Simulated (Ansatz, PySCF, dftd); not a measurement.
Reaction: LiF (SMILES [Li][F]) → LiF+ (parent SMILES [F][Li], doublet) + e-
Each species at its own B3LYP-D3(BJ)/def2-TZVP minimum (Ansatz, a first-principles code).

Property: adiabatic ionisation energy (0 K, zero-point energies from PySCF's Hessians at B3LYP-D3(BJ)/def2-TZVP), in eV. Radicals and triplets start from unrestricted determinants; spin-orbit coupling is neglected. Cores are frozen in correlated methods. No relativity. CBS(X,Y): correlation extrapolated as X^-3, Hartree-Fock from the larger set. A bracket is a step between two methods taken in the basis named. Double hybrids freeze cores in their MP2 part. Full CI freezes restricted core orbitals, also for open shells; the composite that ends in it estimates full CI at the basis-set limit.

Measured: 11.30 eV (CCCBDB table in ASE).

```csv
level,program,adiabatic ionisation energy (eV),error against that value
HF/def2-TZVPP,Ansatz,8.92,-2.38
HF/def2-QZVPP,Ansatz,8.94,-2.36
CAM-B3LYP/def2-TZVPD,Ansatz,11.22,-0.08
B2PLYP/def2-TZVPD,Ansatz,11.04,-0.26
B2GP-PLYP-D3(BJ)/def2-TZVPD,Ansatz + dftd3,10.98,-0.32
B2GP-PLYP-D4/def2-TZVPD,Ansatz + dftd4,10.99,-0.31
MP2/def2-TZVPP,Ansatz,10.99,-0.31
FCI/def2-SVP,Ansatz,10.12,-1.18
"CCSD(T)/CBS(def2-TZVPP,def2-QZVPP) + [CCSDT(Q) - CCSD(T)]/def2-QZVPP + [CCSDTQ - CCSDT(Q)]/def2-SVP",Ansatz,11.01,-0.29
"CCSD(T)/CBS(def2-TZVPP,def2-QZVPP) + [CCSDT(Q) - CCSD(T)]/def2-QZVPP + [FCI - CCSDT(Q)]/def2-SVP",Ansatz,11.01,-0.29
```

The highest level lies far from the tabulated value, which was not checked at its source: another state or conformer, missing terms or a fault of the table are possible.
